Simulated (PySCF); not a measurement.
**Ar: ionisation energy**

Ar [Ar] (1S) → Ar+ [Ne] 3s2 3p5 (2P), as a difference of total energies. Calculation: PySCF 2.14, in aug-cc-pwCVTZ (8s7p5d3f, 75 functions); the non-relativistic Hamiltonian (point nucleus). Correlated levels: valence: [Ne] frozen. The calculations carry no spin-orbit coupling.

Problem. Order these methods by the ionisation energy they give, lowest first.
A. SCS-MP2 (valence)
B. CCSD (valence)
C. MP2 (valence)
D. CCSD(T) (valence)

Solution. B (15.551 eV), D (15.610 eV), A (15.641 eV), C (15.745 eV).

A first-order spin-orbit estimate (lowest level to lowest level, LS coupling) adds -0.055 eV.

Errors of the correlated levels include the incompleteness of this basis and the frozen core.

For comparison: 15.760 eV (measured; NIST Atomic Spectra Database, ionization energies).
